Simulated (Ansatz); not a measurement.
## NCS, doublet: reading a ladder of total energies

Geometry: displaced at random from a stationary point.

```yaml
atoms:
  - { symbol: N, position_ang: [-0.0154, -0.0090, -1.3011] }
  - { symbol: C, position_ang: [-0.0163, -0.0252, -0.1376] }
  - { symbol: S, position_ang: [0.0317, 0.0342, 1.4387] }
```

Basis cc-pVDZ; Ansatz 0.2.0. Correlated methods freeze the noble-gas cores, which leaves 15 electrons in 39 orbitals. R marks a restricted (for open shells ROHF) determinant, U an unrestricted one.

Full CI isn't at hand for all of this; UCCSDT(Q) serves as the reference, and is uncertain by about the last step of the cluster series.

Unrestricted rows (U) aren't spin-pure: their determinants' ⟨S²⟩ exceeds S(S+1) by up to 0.16, so they mix in states of higher spin.

Runs differ by some tens of microhartree through their thresholds and, for an open shell, their frozen cores, so steps under 0.03 kcal/mol mean nothing.

| level | total energy (hartree) |
| --- | --- |
| UHF | -489.817226 |
| UMP2 | -490.180902 |
| UCCSD | -490.212299 |
| UCCSD(T) | -490.228765 |
| UCCSDT | -490.229823 |
| UCCSDT(Q) | -490.231700 |

Problem. What is the correlation energy at UCCSDT(Q), and what share of it do UMP2 and UCCSD(T) recover?

Solution. E(corr) = -490.231700 − (-489.817226) = -0.414474 hartree = -11.278 eV. UMP2: -0.363676 / -0.414474 = 87.74 %. UCCSD(T): -0.411539 / -0.414474 = 99.29 %.

Problem. By how many kcal/mol does UCCSD(T) miss UCCSDT(Q) (1 hartree = 627.509 kcal/mol), and which steps make up the rest?

Solution. -490.228765 − (-490.231700) = 0.002935 hartree = 1.84 kcal/mol. Steps: UCCSDT − UCCSD(T) = -0.66, UCCSDT(Q) − UCCSDT = -1.18 kcal/mol. Differences between like states or geometries often cancel part of this.
